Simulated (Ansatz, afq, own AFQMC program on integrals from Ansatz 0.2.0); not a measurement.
# Where AFQMC and coupled cluster stand for BO, doublet

```xyz
2

B     0.0000    0.0000    0.0000
O     0.0000    0.0000    1.6520
```

Basis 6-31G. Only valence electrons are correlated. Ansatz 0.2.0 and our own AFQMC program on the same integrals; the CISD trial comes from CCSD amplitudes, and released means the phaseless constraint is let go. Uncertainties: one standard error, sampling alone.

Determinant: ROHF, the one that the program's search chose, which needn't be the lowest solution. The geometry is a point of a scan.

Full CI on the same integrals is exact in this basis and with this determinant's frozen core.

Cautions: a spin-contaminated unrestricted determinant lies lower (UHF 467 meV lower, ⟨S²⟩ 1.58); the search met a lower determinant of the same kind, perhaps of another symmetry (1.14 eV lower), and this one is a saddle point; strong correlation (T1 0.131, weight of the determinant 0.63, largest double 0.13); (T) is large, 6 % of the CCSD correlation; the released energies are still falling, so no released level is given (meV from the phaseless value at times in 1/Eh: -29 ± 18 at 0.24, -30 ± 7 at 0.51, -38 ± 9 at 0.99, -39 ± 10 at 1.62, -62 ± 14 at 2.40).

* T1 diagnostic: 0.1314
* weight of the determinant in the CISD state: 0.630
* size of the correlated space: 9 electrons in 16 orbitals

Reference: full CI, correlation energy -6.252 eV. The cautions show a poor starting determinant, so the rows tell how each method copes with it here, and full CI is the sure value.

| level | E − E(reference) (kJ/mol) | share of correlation (%) |
| --- | --- | --- |
| HF | 603.2 | 0.00 |
| MP2 | 156.8 | 74.01 |
| CCSD | 47.1 | 92.19 |
| CCSD(T) | 12.9 | 97.86 |
| CCSDT | 2.7 | 99.55 |
| CCSDT(Q) | -4.4 | 100.73 |
| CCSDTQ | -1.4 | 100.23 |
| ph-AFQMC/CISD | 10.3 ± 0.9 | 98.29 |

CCSDT and higher add their correlation energy to the determinant of the CCSD(T) run, since their own runs factorise the integrals more tightly (a shift of under 2 meV). A walk keeps the symmetry of its determinant, which the program's search chose and which needn't be the lowest solution, so a lower state of the same spin and another symmetry isn't excluded.
